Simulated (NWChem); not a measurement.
Molecule: Li2; SMILES [Li][Li]

```xyz
2

Li     0.0000     0.0000    -1.3635
Li     0.0000     0.0000     1.3635
```
Atoms are numbered in this order, from 1.

Program: NWChem. Coordinates come from a B3LYP/6-31G* (spherical d) optimisation. Vertical excitations in the gas phase; the lowest state need not have the same character in each row.

```json
[
 {"level": "PBE/def2-SVPD, TDA", "lowest excitation, singlet (eV)": "2.04", "oscillator strength of that lowest state": "0.645", "lowest triplet (eV)": "0.94", "orbital gap (eV)": "1.41"},
 {"level": "B3LYP/def2-SVPD, TDA", "lowest excitation, singlet (eV)": "2.09", "oscillator strength of that lowest state": "0.657", "lowest triplet (eV)": "1.10", "orbital gap (eV)": "2.18"},
 {"level": "LDA (Slater exchange, VWN5)/def2-SVPD, TDA", "lowest excitation, singlet (eV)": "2.01", "oscillator strength of that lowest state": "0.636", "lowest triplet (eV)": "1.06", "orbital gap (eV)": "1.39"},
 {"level": "LRC-wPBEh/def2-SVPD, TDA", "lowest excitation, singlet (eV)": "2.07", "oscillator strength of that lowest state": "0.606", "lowest triplet (eV)": "0.99", "orbital gap (eV)": "5.03"}
]
```
